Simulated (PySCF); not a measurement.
**Relative stability**

Two relaxed structures of CH4BN, closed shell (PBE0-D4/def2-TZVP; forces vanish, vibrations not checked).

A:

```
7
angstrom
B -1.0274 0.3826 -0.7810
N 1.0100 -0.3779 0.7674
C 0.0389 -0.0152 0.0292
H -2.0669 -0.2028 -0.6875
H -0.8629 1.2940 -1.5389
H 1.6823 -1.0830 0.4797
H 1.1726 0.0153 1.6899
```

B:

B1  (-0.994, 0.371, -0.756)
N2  (0.037, -0.015, 0.028)
C3  (0.984, -0.368, 0.748)
H4  (-2.034, -0.214, -0.664)
H5  (-0.828, 1.282, -1.513)
H6  (1.697, -1.129, 0.419)
H7  (1.141, 0.068, 1.739)
(Å)

Program: PySCF 2.14 with density fitting (its default auxiliary sets; JK sets also for MP2 and CCSD(T)). Basis: def2-TZVPP. Cores are frozen in the correlated methods. B3LYP uses VWN-RPA correlation.

Task: Which structure is lower at CCSD(T), and by how much? (To be estimated.)

Result: By the calculation: B, by 35.83 kcal/mol (electronic energy, against the other). By their contacts, A is CH₄BN ([BH2][C][NH2]) and B is CH₄BN ([BH2][N][CH2]).

All methods give the same order:

| method | E(B) − E(A) (kcal/mol) |
| --- | --- |
| PBE-D4 | -32.82 |
| r2SCAN-D4 | -33.48 |
| PBE0-D4 | -32.80 |
| B3LYP-D4 | -34.55 |
| wB97M-V | -32.76 |
| HF | -34.73 |
| MP2 | -37.62 |
| CCSD | -35.58 |
| CCSD(T) | -35.83 |

T1 diagnostic: at most 0.019.

Labels in which every atom is bracketed show which atoms are joined, not bond orders.

For scale, one of the runs: CCSD(T)/def2-TZVPP, 149 basis functions, launched by `OMP_NUM_THREADS=2 python run.py`. The run took 2.6 min on 2 CPU threads of an Arm Neoverse V1 (shared host), with 0.88 GiB of host memory at its peak.
